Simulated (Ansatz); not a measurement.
Relaxation of P3⁻ with RKS PBE-D4/def2-TZVPD.

```sh
$ ansatz run in.yaml --threads 4 --pin off --events-out ev --progress --plain --max-ram 3916MiB
```

```yaml
crystal:
  periodic: [false, false, false]
  atoms:
    - {symbol: P, position_ang: [0.821180, -0.067540, 0.950430]}
    - {symbol: P, position_ang: [-1.171940, 0.331510, 0.202530]}
    - {symbol: P, position_ang: [0.350760, -0.263960, -1.152950]}
basis:
  gaussian: {orbitals: def2-TZVPD}
total_charge: -1
hamiltonian: {xc: pbe, dispersion: d4}
scf: {lower_state_search: "off"}
output: {orbitals: {seedname: orbitals}}
relax: {f_tol: 0.02, max_steps: 100}
```

Hardware: 4 threads of Arm Neoverse V2 on a shared host. Wall time 2.5 s.

Positions (Å) and forces (eV/Å) at steps 1, 2, 3, 4, 5 of 5:

```xyz
3
step=1 energy=-27854.7439 eV
P     0.821   -0.068    0.950    2.687   -0.699   -0.063
P    -1.172    0.332    0.203   -2.113    0.264   -1.850
P     0.351   -0.264   -1.153   -0.574    0.436    1.913
3
step=2 energy=-27855.1577 eV
P     0.904   -0.090    0.942    0.883   -0.252   -0.169
P    -1.236    0.339    0.142   -0.927    0.166   -0.478
P     0.331   -0.248   -1.083    0.044    0.086    0.647
3
step=3 energy=-27855.2386 eV
P     0.957   -0.106    0.928    0.235   -0.032    0.188
P    -1.290    0.348    0.112   -0.201    0.041   -0.070
P     0.333   -0.242   -1.039   -0.034   -0.009   -0.118
3
step=4 energy=-27855.2428 eV
P     0.973   -0.109    0.933    0.012   -0.003    0.000
P    -1.304    0.350    0.104    0.027   -0.012   -0.033
P     0.331   -0.241   -1.037   -0.039    0.015    0.033
3
step=5 energy=-27855.2429 eV
P     0.974   -0.109    0.934    0.000    0.000    0.004
P    -1.304    0.350    0.102    0.003   -0.001   -0.001
P     0.330   -0.241   -1.036   -0.003    0.000   -0.003
```

The restricted singlet is unstable towards broken spin symmetry at other levels; at PBE-D4/def2-TZVPD this wasn't settled. The highest occupied level of the charge -1 singlet lies above zero (up to 1.19 eV). The electron is either unbound and held by the finite basis, or the level is raised by self-interaction error. Another isomer (singlet) lies 0.20 eV lower at PBE0-D4/def2-TZVPD; other spin states weren't run for this one.
